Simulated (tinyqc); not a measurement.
Worked calculation: Pariser-Parr-Pople SCF with singles CI, for the molecule c1ccccc1 (SMILES; centres numbered as the heavy atoms are written). One step of it, computed by the program tinyqc.

Problem. Singles CI, singlets. Over the 9 single excitations with the smallest orbital gaps: A = (e_a - e_i) delta + 2 (ia|jb) - (ij|ab), with (pq|rs) = sum c_mp c_mq gamma_mn c_nr c_ns. f = 2/3 w |mu|^2 in atomic units, mu = sqrt2 sum c_ia sum_m c_mi c_ma R_m.

orbital energies (eV): -13.352711  -10.353475  -10.353180  -0.836820  -0.836525  2.162711

coefficients:
```
         MO1        MO2        MO3        MO4        MO5        MO6
1C  0.408260   0.577342   0.000000   0.000000   0.577342   0.408260
2C  0.408242   0.288683   0.500000   0.500000  -0.288683  -0.408242
3C  0.408242  -0.288683   0.500000  -0.500000  -0.288683   0.408242
4C  0.408260  -0.577342   0.000000   0.000000   0.577342  -0.408260
5C  0.408242  -0.288683  -0.500000   0.500000  -0.288683   0.408242
6C  0.408242   0.288683  -0.500000  -0.500000  -0.288683  -0.408242
```

repulsion gamma_rs (eV), lower triangle:
```
           1C         2C         3C         4C         5C         6C
1C  11.130000
2C   5.346287  11.130000
3C   3.872515   5.345539  11.130000
4C   3.517455   3.872515   5.346287  11.130000
5C   3.872515   3.518103   3.873196   5.346287  11.130000
6C   5.346287   3.873196   3.518103   3.872515   5.345539  11.130000
```

Centres (angstrom, eV; a flat drawing with bonds scaled to 1.40 angstrom):
```
centre          x          y  core charge z          W   gamma_rr
1C       1.400000   0.000000              1  11.160000  11.130000
2C       0.700000   1.212000              1  11.160000  11.130000
3C      -0.700000   1.212000              1  11.160000  11.130000
4C      -1.400000   0.000000              1  11.160000  11.130000
5C      -0.700000  -1.212000              1  11.160000  11.130000
6C       0.700000  -1.212000              1  11.160000  11.130000
```

Give: singlet CI matrix; singlet excitation energies; oscillator strengths.

Solution.

singlet CI matrix (eV), lower triangle:
```
        3>4     3>5    2>4    2>5     3>6    1>4    1>5    2>6
3>4   6.619
3>5   0.000   5.969
2>4   0.000  -1.062  5.969
2>5   0.412   0.000  0.000  6.620
3>6   0.000   0.000  0.000  0.000   8.811
1>4   0.000   0.000  0.000  0.000  -0.296  8.811
1>5   0.000   0.000  0.000  0.000   0.000  0.000  8.812
2>6   0.000   0.000  0.000  0.000   0.000  0.000  0.295  8.812
1>6  -0.041   0.000  0.000  0.041   0.000  0.000  0.000  0.000

        1>6
1>6  11.556
```

singlet excitation energies (eV): 4.907  6.207  7.031  7.031  8.516  8.516  9.107  9.107  11.557

oscillator strengths: 0.000  0.000  1.205  1.206  0.000  0.000  0.000  0.000  0.000
